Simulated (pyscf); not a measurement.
A first-order saddle from PySCF, ωB97X-D3(BJ)/def2-SVP:

```xyz
8

F      0.0594    -0.1867     0.7827
Si    -1.5824    -0.6185     1.6124
F     -1.4268    -2.1885     1.2150
F     -1.9250    -0.1384    -0.1799
Si    -0.3204     0.2514    -0.9361
F     -0.3794     1.8349    -0.7420
F      1.1830    -0.1992    -1.2838
F     -0.9943    -0.1524    -2.3385
```
Charge 0, spin multiplicity 1.

Surface: singlet, charge 0. Lowest wavenumbers (cm⁻¹): 85i, 42, 172, 213, 234.

### Question
What reaction is this the transition state of?

### Answer
difluorosilylene (F–Si:–F) [singlet] + silicon tetrafluoride (F–Si(F)(F)–F) <-> silicon tetrafluoride (F–Si(F)(F)–F) + difluorosilylene (F–Si:–F) [singlet], a four-centre exchange read from left to right: F–Si, F–Si broken and F–Si, F–Si formed. At ωB97M-D3(BJ)/def2-TZVP it lies +62.5 kJ/mol from the left side and +62.5 kJ/mol from the right (each side as separated species at their lowest minima found). One saddle was located; it need not be the lowest between these sides.
